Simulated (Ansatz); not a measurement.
**C2H3Cl (singlet): the correlation ladder, cc-pV(Q+d)Z**

One table from this session's results is given with a row withheld; the runs are named, their logs left out.

Computed with Ansatz 0.2.0, Gaussian basis. Level: cc-pV(Q+d)Z, core rule «outside noble gas», up to 7 orbitals frozen.

To be run: UHF; CCSD(T) on RHF; BCCD(T) on RHF; CISD.

17 further runs of the same task are left out: 17 set aside as unsound or not needed.

## The system

The geometry is an MP2(full)/6-31G* stationary point (not a proven minimum).

6 atoms, charge 0, spin multiplicity 1.

Atoms are counted from 1 here; the program's logs count them from 0.

Bond lengths: C1–C2 1.331 Å, C1–Cl3 1.730 Å, C1–H4 1.083 Å, C2–H5 1.083 Å, C2–H6 1.084 Å. Angles: C2–C1–Cl3 123.2°, C2–C1–H4 123.6°, Cl3–C1–H4 113.2°, C1–C2–H5 122.2°, C1–C2–H6 119.5°, H5–C2–H6 118.3°.

Set-up of the first run:

The input, in.yaml:

```yaml
crystal:
  periodic: [false, false, false]
  atoms:
    - {symbol: C, position_ang: [0.060764, 0.836344, 0.000000]}
    - {symbol: C, position_ang: [1.363987, 1.108835, 0.000000]}
    - {symbol: Cl, position_ang: [-0.570791, -0.774652, 0.000000]}
    - {symbol: H, position_ang: [-0.710334, 1.597291, 0.000000]}
    - {symbol: H, position_ang: [2.116859, 0.329755, 0.000000]}
    - {symbol: H, position_ang: [1.692860, 2.141453, 0.000000]}
basis:
  gaussian: {orbitals: "cc-pV(Q+d)Z.json"}
magnetization: {spin_polarized: true, initial_magnetization: 0}
hamiltonian: {xc: hf}
output: {orbitals: {seedname: orbitals}}
```

Run with:

```
ansatz run in.yaml --threads 1 --pin off --events-out ev --progress --plain --max-ram 3956MiB --backend cpu
```

Steps of the session up to this table: UHF; CCSD(T) on RHF; BCCD(T) on RHF; CISD.

One table of the session follows, with a row left open; its other results are not shown here.

```
  method  from RCCSD(T) (kcal/mol)
     RHF                   +384.11
    RMP2                         ?
    CISD                    +64.26
   RCCSD                    +17.74
RCCSD(T)                         0
 BCCD(T)                     -0.09
```

Q: Estimate the row for RMP2 from the others.

**Answer.** from RCCSD(T) (kcal/mol): +35.00. In the column «from RCCSD(T) (kcal/mol)» it lies between RCCSD (+17.74) and CISD (+64.26).

With the free atoms at the same levels and basis (separate runs), the atomisation energy is 23.275 eV at RCCSD(T), 17.280 eV at RHF.
